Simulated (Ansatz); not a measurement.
Results of LDA (PAW; Ansatz, a first-principles code) for fcc Rh.

Run with plane-wave cutoff 520 eV, 20×20×20 k mesh, Fermi–Dirac smearing 0.1 eV, perturbation theory, no spin polarisation, scalar-relativistic PAW data made under PBE.

Computed at the level's own relaxed cell.

Harmonic phonon frequencies (cm⁻¹; i marks an imaginary mode):

```csv
q point,frequencies
X,[?]
L,145 145 256
W,[?]
```

**Question.** Fill in the missing entries.

**Answer.** 
- X, frequencies: 194 194 243
- W, frequencies: 193 213 213

No imaginary mode appears at these points.
